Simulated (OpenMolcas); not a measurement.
# Which level was it?

PH has 2 atoms, charge 0, and is taken as a triplet. As SMILES, `[PH]`. The coordinates come from a GFN2-xTB relaxation.

```tsv
atom	x (Å)	y (Å)	z (Å)
P	0.0000	0.0000	0.0000
H	0.0000	0.0000	1.3991
```

A calculation with OpenMolcas 26.06 gave:

```yaml
total_energy: -341.9168 Eh
dipole_moment: 0.46 D
HOMO_energy: -7.01 eV
LUMO_energy: -3.37 eV
⟨S²⟩: 2.006
```

**Question.** Which of these levels gave the numbers?
A. B3LYP/cc-pVDZ
B. B3LYP/cc-pVTZ
C. B3LYP/cc-pV5Z
D. B3LYP/cc-pVQZ

**Answer.** C. The others give -341.8959 Eh (B3LYP/cc-pVDZ), -341.9133 Eh (B3LYP/cc-pVQZ), -341.9095 Eh (B3LYP/cc-pVTZ).
